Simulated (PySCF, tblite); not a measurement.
# 2,2-difluoroethylamine (C2H5F2N): geometry, infrared bands, NMR shifts and spin-spin couplings

Wanted: the infrared bands, NMR shifts and spin-spin couplings of 2,2-difluoroethylamine (C2H5F2N) (`NCC(F)F`), by calculation.

The runs use tblite 0.8.0 and PySCF 2.14.0, with density-fitted response routines of our own; the level of theory stands in each step. All values are computed, except where a source is named. Atoms are numbered from 0 throughout.

**1. The starting structure**

10 atoms, charge 0, multiplicity 1; geometry from: force field or distance geometry start.

Bonds of the start (Å): N0–C1 1.46, C1–C2 1.55, C2–F3 1.35, C2–F4 1.36, N0–H5 1.02, N0–H6 1.03, C1–H7 1.08, C1–H8 1.10, C2–H9 1.09.

**2. Relaxing the molecule with GFN2-xTB**

What the job is given:

```
{"job": {"kind": "relax", "xc": "GFN2-xTB", "basis": "xTB"}, "charge": 0, "multiplicity": 1}
N     -1.226000     0.727000     0.277300
C     -0.299000    -0.143600    -0.447000
C      1.163400    -0.066200     0.061200
F      1.930700    -0.896500    -0.679900
F      1.219600    -0.496100     1.352700
H     -1.204500     0.502500     1.272200
H     -2.184700     0.519800    -0.027700
H     -0.318000     0.096200    -1.501000
H     -0.633700    -1.186200    -0.330600
H      1.561000     0.947800     0.000300
```

On the command line:

```console
$ OMP_NUM_THREADS=1 python probes_run.py task.json out
```

One launch serves the whole session: the jobs run in the order shown.

Log:

```text
step      E/eV     max force
  0    -522.50331    1.130
  1    -522.53127    0.486
  2    -522.54842    0.399
  3    -522.55848    0.262
  4    -522.56412    0.194
  5    -522.56897    0.198
  6    -522.57392    0.207
  7    -522.57743    0.174
  8    -522.57919    0.136
  9    -522.58034    0.131
 10    -522.58174    0.139
 11    -522.58348    0.165
 12    -522.58515    0.173
 13    -522.58643    0.135
 14    -522.58743    0.094
 15    -522.58833    0.080
 16    -522.58900    0.072
 17    -522.58940    0.051
 18    -522.58966    0.053
 19    -522.58986    0.039
 20    -522.59001    0.032
 21    -522.59011    0.033
 22    -522.59020    0.034
 23    -522.59032    0.040
 24    -522.59051    0.048
 25    -522.59075    0.052
 26    -522.59101    0.055
 27    -522.59128    0.050
 28    -522.59157    0.054
 29    -522.59193    0.066
 30    -522.59238    0.056
 31    -522.59276    0.044
 32    -522.59297    0.038
 33    -522.59312    0.036
 34    -522.59326    0.035
 35    -522.59341    0.039
 36    -522.59355    0.039
 37    -522.59366    0.025
 38    -522.59372    0.021
 39    -522.59374    0.012
 40    -522.59375    0.009
```

Relaxation path: (not every step is listed)

```csv
step,energy from step 0 (eV),largest force (eV/Å)
0,0.0000,1.1297
1,-0.0280,0.4859
2,-0.0451,0.3992
3,-0.0552,0.2622
4,-0.0608,0.1942
5,-0.0657,0.1982
6,-0.0706,0.2072
7,-0.0741,0.1739
8,-0.0759,0.1357
10,-0.0784,0.1391
12,-0.0818,0.1727
14,-0.0841,0.0939
16,-0.0857,0.0721
18,-0.0863,0.0535
20,-0.0867,0.0324
22,-0.0869,0.0337
24,-0.0872,0.0483
26,-0.0877,0.0555
28,-0.0883,0.0545
30,-0.0891,0.0560
32,-0.0897,0.0376
34,-0.0899,0.0350
35,-0.0901,0.0387
36,-0.0902,0.0388
37,-0.0903,0.0254
38,-0.0904,0.0214
39,-0.0904,0.0116
40,-0.0904,0.0095
```

Close pairs (by a distance rule), those that changed most:

```csv
bond,before (Å),after (Å),change (Å)
C1–C2,1.550,1.524,-0.026
N0–H6,1.027,1.013,-0.014
N0–C1,1.464,1.450,-0.013
C1–H7,1.081,1.093,+0.012
C2–H9,1.091,1.099,+0.008
C2–F4,1.362,1.357,-0.005
N0–H5,1.020,1.015,-0.005
C2–F3,1.352,1.354,+0.002
```

The final coordinates are the input of the step that follows.

**3. Vibrational analysis with GFN2-xTB**

What the job is given:

```
{"job": {"kind": "ir", "xc": "GFN2-xTB", "basis": "xTB"}, "charge": 0, "multiplicity": 1}
N     -1.162794     0.733721     0.262163
C     -0.326715    -0.227596    -0.430610
C      1.106789    -0.070674     0.062644
F      1.966866    -0.759291    -0.723954
F      1.240270    -0.588341     1.309829
H     -1.167034     0.543266     1.259136
H     -2.118060     0.676762    -0.070174
H     -0.340126    -0.001465    -1.499715
H     -0.619583    -1.281214    -0.290438
H      1.429270     0.979487     0.098592
```

Log:

```text
mode    cm-1     km/mol
  1      87.7      6.23
  2     221.9     10.09
  3     286.3     53.54
  4     410.0      9.59
  5     439.0      8.13
  6     541.4     11.99
  7     855.4     10.90
  8     916.8    180.70
  9    1012.7    146.18
 10    1073.0     12.90
 11    1094.3    122.25
 12    1121.2     31.67
 13    1148.3     26.89
 14    1226.3     44.08
 15    1259.4      8.24
 16    1281.3     25.17
 17    1355.9      1.55
 18    1459.4      1.74
 19    1556.4     37.85
 20    2850.3     50.90
 21    2917.8     39.25
 22    2982.7     18.57
 23    3395.6      3.40
 24    3434.1      1.82
```

Which atoms move in the most intense modes:

```csv
cm⁻¹,km/mol,atoms
286,53.5,"H6 42 %, H5 24 %, N0 13 %"
917,180.7,"H6 30 %, H5 30 %, N0 11 %"
1013,146.2,"C2 44 %, F4 13 %, F3 11 %, H7 11 %"
1094,122.2,"C2 34 %, C1 21 %, N0 14 %, F3 13 %"
1226,44.1,"H8 37 %, H9 25 %, C2 13 %"
1556,37.9,"H5 47 %, H6 44 %"
2850,50.9,H8 92 %
2918,39.2,H9 92 %
```

**4. NMR shieldings: PBE0/pcSseg-1**

Same as in step 3 but for these lines:

```diff
@@ -1,2 +1,2 @@
-{"job": {"kind": "ir", "xc": "GFN2-xTB", "basis": "xTB"}, "charge": 0, "multiplicity": 1}
+{"job": {"kind": "nmr", "xc": "PBE0", "basis": "pcSseg-1"}, "charge": 0, "multiplicity": 1}
 N     -1.162794     0.733721     0.262163
```

With the program's defaults for keys left out, this is: GIAO PBE0/pcSseg-1 NMR shielding, non-relativistic, gas phase.

Log:

```text
coarse grid: 8512 points
cycle   1  E = -333.1596306870  dE =  5.407e-01  |g| = 6.896e-01  |ddm| = 2.570e+00
cycle   2  E = -333.0974091341  dE =  6.222e-02  |g| = 9.571e-01  |ddm| = 8.463e-01
cycle   3  E = -333.2395038892  dE = -1.421e-01  |g| = 5.120e-02  |ddm| = 5.003e-01
cycle   4  E = -333.2398737496  dE = -3.699e-04  |g| = 2.596e-02  |ddm| = 4.800e-02
cycle   5  E = -333.2400103401  dE = -1.366e-04  |g| = 5.411e-03  |ddm| = 2.090e-02
cycle   6  E = -333.2400157497  dE = -5.410e-06  |g| = 1.510e-03  |ddm| = 4.214e-03
final grid: 83480 points
cycle   7  E = -333.2792283659  dE = -2.851e-05  |g| = 8.109e-03  |ddm| = 1.773e-02
cycle   8  E = -333.2792190961  dE =  9.270e-06  |g| = 1.100e-02  |ddm| = 1.206e-02
cycle   9  E = -333.2792416910  dE = -2.259e-05  |g| = 6.946e-04  |ddm| = 6.635e-03
cycle  10  E = -333.2792417671  dE = -7.614e-08  |g| = 1.921e-04  |ddm| = 6.002e-04
cycle  11  E = -333.2792417721  dE = -5.025e-09  |g| = 5.241e-05  |ddm| = 1.200e-04
cycle  12  E = -333.2792417726  dE = -4.860e-10  |g| = 1.715e-05  |ddm| = 4.093e-05
converged SCF energy = -333.2792417726

GIAO shielding tensors (ppm)
atom      isotropic    diamagn.    paramagn.     s11        s22        s33       span
  0 N      242.517     314.278     -71.761    204.204    251.765    271.581     67.377
  1 C      135.636     246.924    -111.288    122.943    131.732    152.233     29.290
  2 C       61.484     239.075    -177.591     45.776     65.091     73.584     27.808
  3 F      311.797     470.849    -159.051    207.502    333.271    394.619    187.117
  4 F      315.527     473.194    -157.667    230.480    340.245    375.856    145.376
  5 H       31.176      31.263      -0.086     23.655     29.824     40.050     16.395
  6 H       30.974      30.116       0.858     23.559     27.612     41.751     18.191
  7 H       28.689      29.478      -0.789     24.482     28.434     33.151      8.669
  8 H       28.267      29.578      -1.311     24.165     27.676     32.961      8.796
  9 H       25.579      27.770      -2.191     23.337     24.943     28.457      5.120
```

Wall time 11 s (1 thread, shared host).

Shifts follow as δ = σ(reference) − σ, with reference shieldings (ppm) from runs at the same level and on the same kind of geometry: 1H TMS 31.72, 13C TMS 186.9, 19F CFCl3 170.9, 15N NH3 267.7. The references are single molecules in the gas phase, so shifts against H2O, NH3, PH3, H3PO4 or CFCl3 are not on the usual liquid scales and can be off by tens of ppm. Atoms listed in one row are averaged.

```csv
atoms,environment,σ (ppm),δ (ppm),δ scaled to CDCl3
C2,sp3 CH bonded to 2 F,61.5,125.4,120.5
C1,sp3 CH2 bonded to N,135.6,51.3,48.1
H9,hydrogen on an sp3 CH bonded to 2 F,25.58,6.14,5.89
"H7, H8",hydrogen on an sp3 CH2 bonded to N,28.48,3.24,3.16
"H5, H6",hydrogen on an amine nitrogen,31.08,0.64,–
N0,amine nitrogen,242.5,25.2,–
"F3, F4",fluorine of a CF2 group,313.7,-142.7,–
```

The scaled column applies a straight-line fit of computed shieldings to shifts measured in CDCl3, and one for carbons that bear F (root-mean-square error 0.16 ppm for H, 1.9 ppm for C).

The run also stored atomic charges by several schemes (e):

```csv
atoms,Mulliken,IAO,Hirshfeld,ESP fit
N0,-0.47,-0.58,-0.24,-0.97
C1,-0.12,-0.18,-0.04,0.11
C2,0.50,0.45,0.15,0.39
"F3, F4",-0.31,-0.31,-0.11,-0.24
```

Mayer bond orders: N0–C1 1.01, C1–C2 1.01, C2–F3 0.96, C2–F4 0.95.

**5. Indirect couplings: B3LYP/pcJ-1**

Same as in step 4 but for these lines:

```diff
@@ -1,2 +1,2 @@
-{"job": {"kind": "nmr", "xc": "PBE0", "basis": "pcSseg-1"}, "charge": 0, "multiplicity": 1}
+{"job": {"kind": "j", "xc": "B3LYP", "basis": "pcJ-1"}, "charge": 0, "multiplicity": 1}
 N     -1.162794     0.733721     0.262163
```

With the program's defaults for keys left out, this is: B3LYP/pcJ-1 indirect spin-spin coupling, non-relativistic, gas phase.

Log:

```text
coarse grid: 8512 points
cycle   1  E = -333.5346568142  dE =  4.999e-01  |g| = 7.469e-01  |ddm| = 2.357e+00
cycle   2  E = -333.4377928272  dE =  9.686e-02  |g| = 1.112e+00  |ddm| = 9.687e-01
cycle   3  E = -333.6243603785  dE = -1.866e-01  |g| = 6.113e-02  |ddm| = 5.812e-01
cycle   4  E = -333.6248183718  dE = -4.580e-04  |g| = 3.615e-02  |ddm| = 5.975e-02
cycle   5  E = -333.6250793297  dE = -2.610e-04  |g| = 6.940e-03  |ddm| = 2.694e-02
cycle   6  E = -333.6250875127  dE = -8.183e-06  |g| = 2.228e-03  |ddm| = 5.286e-03
final grid: 83480 points
cycle   7  E = -333.6660547476  dE = -1.188e-04  |g| = 8.177e-03  |ddm| = 1.452e-02
cycle   8  E = -333.6660416546  dE =  1.309e-05  |g| = 1.207e-02  |ddm| = 1.140e-02
cycle   9  E = -333.6660659119  dE = -2.426e-05  |g| = 4.052e-04  |ddm| = 6.819e-03
cycle  10  E = -333.6660659210  dE = -9.047e-09  |g| = 3.232e-04  |ddm| = 4.663e-04
cycle  11  E = -333.6660659377  dE = -1.675e-08  |g| = 4.995e-05  |ddm| = 2.033e-04
cycle  12  E = -333.6660659382  dE = -4.225e-10  |g| = 1.446e-05  |ddm| = 3.782e-05
converged SCF energy = -333.6660659382

Indirect spin-spin couplings (Hz)
  i      j    bonds     total        FC       PSO       DSO        SD
  0 N    1 C    1     -5.134    -4.220    -0.080    -0.080    -0.753
  0 N    2 C    2     -7.290    -7.397     0.103    -0.027     0.031
  0 N    3 F    3     -7.303    -8.261     1.061     0.143    -0.245
  0 N    4 F    3      0.857     0.887    -0.110     0.019     0.061
  0 N    5 H    1    -67.061   -63.856    -2.741    -0.270    -0.194
  0 N    6 H    1    -69.634   -66.320    -2.846    -0.246    -0.222
  0 N    7 H    2     -1.998    -1.883    -0.213     0.081     0.016
  0 N    8 H    2      0.491     0.530    -0.209     0.133     0.037
  0 N    9 H    3     -0.997    -1.023     0.066    -0.059     0.020
  1 C    2 C    1     51.107    52.177    -1.394     0.325         -
  1 C    3 F    2     27.019    31.065    -4.660    -0.005     0.619
  1 C    4 F    2     23.003    23.336    -1.732    -0.006     1.405
  1 C    5 H    2     -2.916    -3.005     0.412    -0.322         -
  1 C    6 H    2     -1.676    -1.728     0.420    -0.368         -
  1 C    7 H    1    142.613   141.251     0.367     0.995         -
  1 C    8 H    1    139.498   138.129     0.339     1.029         -
  1 C    9 H    2      5.476     5.577    -0.035    -0.066         -
  2 C    3 F    1   -299.089  -301.879   -12.222     0.996    14.017
  2 C    4 F    1   -298.183  -300.956   -12.246     1.015    14.004
  2 C    5 H    3      0.827     0.872    -0.206     0.162         -
  2 C    6 H    3     16.428    16.402     0.491    -0.465         -
  2 C    7 H    2     -3.950    -3.898    -0.211     0.159         -
  2 C    8 H    2     -7.130    -7.104    -0.158     0.132         -
  2 C    9 H    1    190.963   190.626    -1.145     1.482         -
  3 F    4 F    2    272.259    64.714   121.298    -0.657    86.905
  3 F    5 H    4     -2.150    -0.924     0.357    -1.535    -0.049
  3 F    6 H    4      5.999     6.381     1.199    -1.645     0.064
  3 F    7 H    3      5.139     4.518     1.062     0.126    -0.567
  3 F    8 H    3     -0.160     0.353     0.038    -0.245    -0.306
  3 F    9 H    2     61.360    64.384     1.467    -1.049    -3.443
  4 F    5 H    4      0.552    -0.067    -0.225     1.076    -0.232
  4 F    6 H    4     -0.435    -0.674     2.016    -1.670    -0.106
  4 F    7 H    3     31.393    32.868     0.812    -2.136    -0.151
  4 F    8 H    3     17.274    17.315     0.275     0.149    -0.465
  4 F    9 H    2     65.139    68.183     1.408    -0.938    -3.514
  5 H    6 H    2     -9.210    -9.846     5.090    -4.454         -
  5 H    7 H    3     17.898    17.978     3.559    -3.639         -
  5 H    8 H    3      3.020     3.177     0.543    -0.700         -
  5 H    9 H    4     -0.180    -0.112     0.128    -0.196         -
  6 H    7 H    3      3.582     3.702     0.562    -0.682         -
  6 H    8 H    3      1.584     1.765     0.732    -0.913         -
  6 H    9 H    4     -0.485    -0.417     1.876    -1.944         -
  7 H    8 H    2    -11.692   -11.840     2.097    -1.948         -
  7 H    9 H    3      0.892     0.904     0.480    -0.492         -
  8 H    9 H    3      8.030     8.142     2.722    -2.834         -
```

Run time: 27 s. Hardware: 1 thread, shared host.

A choice of the couplings up to four bonds, sorted by the number of bonds, with means over like pairs; isotopes 13C, 19F, 1H, 15N:

```csv
pair,bonds,J (Hz),Fermi contact (Hz),dihedral (°)
C2–F3,1,-298.6,-301.4,–
C2–H9,1,191.0,190.6,–
C1–H7,1,141.1,139.7,–
N0–H5,1,-68.3,-65.1,–
C1–C2,1,51.1,52.2,–
N0–C1,1,-5.1,-4.2,–
F3–F4,2,272.3,64.7,–
F3–H9,2,63.2,66.3,–
C1–F3,2,25.0,27.2,–
H7–H8,2,-11.7,-11.8,–
H5–H6,2,-9.2,-9.8,–
N0–C2,2,-7.3,-7.4,–
C2–H7,2,-5.5,-5.5,–
C1–H9,2,5.5,5.6,–
C1–H5,2,-2.3,-2.4,–
F3–H8,3,15.6,16.6,–
F3–H7,3,11.2,10.9,-51
C2–H5,3,8.6,8.6,–
H5–H7,3,6.5,6.7,–
H7–H9,3,4.5,4.5,–
N0–F3,3,-3.2,-3.7,–
```

Where two rows join the same classes of atoms, they are the two kinds of pair (J and J′ of an AA′XX′ pattern), each a mean over its own pairs alone.

The spin-dipole term was solved for some atoms only; pairs without it lack that part.

Quadrupole couplings from the field gradients of the same density:

```csv
atom,isotope,eQq/h (MHz),η
N0,14N,-5.688,0.15
```

Joined with the shifts from before (PBE0/pcSseg-1, scaled to CDCl3 for protons on carbon, raw for the others), the couplings predict the line list below for 300 MHz. H–H couplings in it are scaled by factors fitted to measured ones, so they differ from the table.

1H NMR δ 5.89 (tt, J = 63.2, 3.0 Hz, 1H), 3.16 (m, 2H), 0.64 (br s, 2H).

**6. Results**

| quantity | value |
| --- | --- |
| strongest single infrared mode (GFN2-xTB) | 917 cm⁻¹, 181 km/mol |
| zero-point energy (GFN2-xTB) | 47.1 kcal/mol |
| 13C shifts against TMS (PBE0/pcSseg-1) | 125.4, 51.3 ppm |
| 1H shifts against TMS (PBE0/pcSseg-1, means over atoms taken as alike) | 6.14, 3.24, 0.64 ppm |
| 15N shifts against NH3 (PBE0/pcSseg-1) | 25.2 ppm |
| 19F shifts against CFCl3 (PBE0/pcSseg-1, means over atoms taken as alike) | -142.7 ppm |
| largest coupling of the table (B3LYP/pcJ-1) | 1J(C,F) C2–F3, -298.6 Hz |

What this shows: Relaxing lowered the energy by 0.090 eV in 40 steps; the close pair that moved most is C1–C2, from 1.550 to 1.524 Å. No mode is imaginary among the 24: a minimum at this level. The strongest single mode, at 917 cm⁻¹, is carried by H6, H5, N0. Unscaled tight-binding wavenumbers are off by several per cent, some by more. Its intensities can rank the bands wrongly. The most deshielded hydrogen is H9 (hydrogen on an sp3 CH bonded to 2 F), at 6.14 ppm: its carbon carries F, an electronegative neighbour. At PBE0/pcSseg-1: The largest span, 166 ppm, is at F3, F4, where the paramagnetic term is -158 ppm. In the run at B3LYP/pcJ-1, the largest coupling of the table is C2–F3 (mean over like pairs), -298.6 Hz, of which the Fermi-contact term gives -301.4 Hz. Couplings across rotatable bonds belong to this one conformer; where others are populated, the observed values are averages, and the simulated multiplets take (2 J gauche + J anti)/3 across rotating chain bonds. Density functionals describe couplings to fluorine poorly, F–F couplings above all, so those rows are rough.
